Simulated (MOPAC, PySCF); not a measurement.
CHN, SMILES `N#C`, neutral singlet in the gas phase. 

Cartesian coordinates (Å):
```xyz
3

C     -0.0247     0.0009     0.0000
N      1.1283    -0.0403     0.0000
H     -1.1036     0.0394     0.0000
```
Charge 0, multiplicity 1.

All levels are single points at this geometry (PBE0-D3(BJ)/def2-SVP); Pople sets use spherical d functions. Orbital energies aren't observables, and empty levels follow the basis.

PM7 in MOPAC gives dipole (D) = 2.85.

Problem. Estimate the dipole (D) from each of these levels: M06-2X/def2-TZVP in PySCF; PBE/6-31G* in PySCF; HF/6-31G* in PySCF; PM3 in MOPAC; PM6 in MOPAC.

Solution. 
```
level                      dipole (D)
-------------------------  ----------
M06-2X/def2-TZVP in PySCF        3.07
PBE/6-31G* in PySCF              2.81
HF/6-31G* in PySCF               3.25
PM3 in MOPAC                     2.71
PM6 in MOPAC                     2.70
```
